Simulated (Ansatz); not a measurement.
Species: Si2, net charge 0, triplet state. SMILES: [Si]=[Si]

Atoms: Si1, Si2. Bonds: Si1-Si2.

Bond lengths (Å) and angles (degrees) optimised at HF/6-31G* with Ansatz (a program for electronic structure); PBE/6-31G* with Ansatz; B3LYP/LANL2DZ with Ansatz; MP2/6-31G* with Ansatz, each started from the B3LYP-D3(BJ)/def2-TZVP structure (Ansatz) of the last column. A row stands for all coordinates that are equal there. 6-31G* holds six Cartesian d functions.

| coordinate | HF/6-31G* | PBE/6-31G* | B3LYP/LANL2DZ | MP2/6-31G* | B3LYP-D3(BJ)/def2-TZVP |
|---|---|---|---|---|---|
| Si1-Si2 | 2.227 | 2.305 | 2.352 | 2.264 | 2.268 |

Mean signed difference of all 1 bond lengths from B3LYP-D3(BJ)/def2-TZVP: HF/6-31G* -0.041 Å, PBE/6-31G* 0.037 Å, B3LYP/LANL2DZ 0.085 Å, MP2/6-31G* -0.004 Å.
